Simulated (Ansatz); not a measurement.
# AlBH₂ (singlet): the correlation ladder at scale of all distances = 1.000, 6-31G

Aim: climb from Hartree-Fock through coupled cluster and multireference methods for AlBH₂ (singlet) at one geometry and basis, and see what each rung misses.

Program: Ansatz 0.2.0, Gaussian basis. Level of theory: 6-31G, core rule «outside noble gas», up to 6 orbitals frozen. These are calculated values, not measurements.

To be run: UHF; CCSD(T) on RHF; CCSD(T) on UHF; BCCD(T) on RHF; CISD; CCSDT(Q) on RHF; CCSDT(Q) on UHF; CCSDTQ on RHF; CASSCF and MRCISD+Q, 2 electrons in 2 orbitals; CASSCF and NEVPT2, 2 electrons in 2 orbitals; CASSCF and MRCISD+Q, 8 electrons in 10 orbitals; CASSCF and NEVPT2, 8 electrons in 10 orbitals; Full CI.

10 further runs of the same task are left out: 8 that didn't finish, 2 set aside as unsound or not needed.

**1. The geometry**

The geometry derives from a PBE0/def2-TZVP stationary point (not a proven minimum). All distances are scaled together.

4 atoms, charge 0, spin multiplicity 1.

Atoms are counted from 1 here; the program's logs count them from 0.

Bond lengths: B1–Al2 2.055 Å, B1–H3 1.197 Å, Al2–H4 1.595 Å. Angles: Al2–B1–H3 139.8°, B1–Al2–H4 128.5°.

**2. UHF**

in.yaml reads:

```yaml
crystal:
  periodic: [false, false, false]
  atoms:
    - {symbol: B, position_ang: [0.000000, -0.236580, 1.427367]}
    - {symbol: Al, position_ang: [0.000000, 0.116336, -0.597031]}
    - {symbol: H, position_ang: [0.000000, 0.366780, 2.461377]}
    - {symbol: H, position_ang: [0.000000, -0.943450, -1.789164]}
basis:
  gaussian: {orbitals: 6-31G}
magnetization: {spin_polarized: true, initial_magnetization: 0}
hamiltonian: {xc: hf}
output: {orbitals: {seedname: orbitals}}
```

Launch:

```sh
$ ansatz run in.yaml --threads 1 --pin off --events-out ev --progress --plain --max-ram 2393MiB
```

After this run come: CCSD(T) on RHF; CCSD(T) on UHF; BCCD(T) on RHF; CISD; CCSDT(Q) on RHF; CCSDT(Q) on UHF; CCSDTQ on RHF; CASSCF and MRCISD+Q, 2 electrons in 2 orbitals; CASSCF and NEVPT2, 2 electrons in 2 orbitals; CASSCF and MRCISD+Q, 8 electrons in 10 orbitals; CASSCF and NEVPT2, 8 electrons in 10 orbitals; Full CI.

**Question.** What will the summary of the whole plan be? Wanted: FCI below the RHF energy; RMP2 from FCI; UMP2 from FCI; RCCSD from FCI; RCCSD(T) from FCI; UCCSD(T) from FCI; RCCSDT(Q) from FCI; UCCSDT(Q) from FCI; NEVPT2 pair from FCI.

As calculated:

| quantity | value |
| --- | --- |
| FCI below the RHF energy | -3.4511 eV |
| RMP2 from FCI | +1080.5 meV |
| UMP2 from FCI | +1029.2 meV |
| RCCSD from FCI | +160.7 meV |
| RCCSD(T) from FCI | +40.3 meV |
| UCCSD(T) from FCI | +32.6 meV |
| RCCSDT(Q) from FCI | +2.0 meV |
| UCCSDT(Q) from FCI | -16.2 meV |
| NEVPT2 pair from FCI | +725.3 meV |
| MRCISD+Q pair from FCI | +29.4 meV |
| NEVPT2 valence from FCI | +207.5 meV |
| levels within 1 kcal/mol (43 meV) | RCCSD(T), UCCSD(T), RCCSDT, UCCSDT, RCCSDT(Q), UCCSDT(Q), RCCSDTQ, MRCISD+Q pair, MRCISD valence, MRCISD+Q valence |
| T1 diagnostic | 0.030 |
| effectively unpaired electrons | 0.36 |

In words: RCCSD(T) lands +40.3 meV from the yardstick (1.2 % of the correlation energy). UCCSDT, UCCSDT(Q) fall below full CI: unrestricted runs freeze a spin-polarised core, another one than full CI's, and coupled cluster isn't variational. The occupations show some static correlation. Of the multireference levels listed MRCISD+Q valence comes nearest in total energy (+9.0 meV), which doesn't show that its space is the better one. Coupled cluster took another determinant than the lowest Hartree-Fock one. These misses are within one basis, not against nature.
